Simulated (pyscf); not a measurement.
This saddle point was located with ωB97X-D3(BJ)/def2-SVP in PySCF.

```xyz
11

F      0.9027     0.7237     0.5282
Si    -0.4526     0.5681     1.4969
O     -1.4310     0.3021    -0.0236
Si    -0.9676     0.3059    -1.6730
H     -0.0619    -0.6193     2.2938
H     -0.4734     1.9138     2.1187
H     -0.0051    -0.7979    -1.8938
H     -2.2229     0.0750    -2.4328
H     -0.3888     1.6297    -1.9984
H     -2.1117     0.3312     1.9391
H     -2.2025     0.2378     0.7710
```
Charge 0, spin multiplicity 1.

Surface: singlet, charge 0. Lowest wavenumbers (cm⁻¹): 1301i, 30, 117, 155, 283.

Q: Which two sides does it connect, and which bonds change?

A: F–SiH₂–O–SiH₃ (SMILES F[SiH2]O[SiH3]) + H₂ (SMILES [H][H]) ⇌ F–SiH₃ (SMILES F[SiH3]) + HO–SiH₃ (SMILES O[SiH3]), a four-centre exchange read from left to right: O–Si, H–H broken and H–Si, H–O formed. At ωB97M-D3(BJ)/def2-TZVP it lies +52.9 kcal/mol from the left side and +26.7 kcal/mol from the right (each side as separated species at their lowest minima found). This is the saddle that the search found; another between the same sides may lie lower.
